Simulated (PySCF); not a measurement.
Compound: C3H4NO (charge -1).
SMILES with atom numbers: `[N:1]#[C:2][CH2:3][CH2:4][O-:5]` (hydrogens: H6, H7 on C3; H8, H9 on C4)

Torsions of this conformer, `[N:1]#[C:2][CH2:3][CH2:4][O-:5]`: C2–C3–C4–O5 179°.

The closed-shell ground state was solved at several levels (PySCF, density fitting, gas phase, non-relativistic). One conformer (not necessarily the lowest) at the PBE0-D3(BJ)/def2-SVP geometry, without solvent, vibrations or thermal averaging. The geometry's basis has no diffuse functions, a weakness for an anion. Where the HOMO energy is positive, the finite basis confines the outermost electrons. No diffuse functions stand in pcJ-1, pcSseg-1 and pcSseg-2, which bears on an anion's orbital energies.

```tsv
level	basis functions	total energy (Eh)	HOMO (eV)	LUMO (eV)	gap (eV)
HF/pcSseg-2	236	-245.2924	-4.07	6.62	10.69
PBE0/pcSseg-1	105	-246.3721	-0.12	5.24	5.36
B3LYP/pcJ-1	175	-246.6969	0.09	5.01	4.92
```

Estimate the row for wB97X-D/def2-SVPD, a basis of 135 functions; the other rows only guide the guess.

Total energy -246.4353 Eh, HOMO -2.49 eV, LUMO 6.11 eV, gap 8.60 eV.

Over all these levels, which gives the widest orbital gap and which the narrowest?

HF/pcSseg-2 (Hartree–Fock, all exact exchange) has the widest, 10.69 eV, and B3LYP/pcJ-1 (global hybrid, 20 % exact exchange) the narrowest, 4.92 eV. Functional and basis both differ between the two, so the spread mixes both effects.

The pairwise dispersion term of wB97X-D wasn't added to the energies; at a given geometry it leaves orbitals and properties as they are.
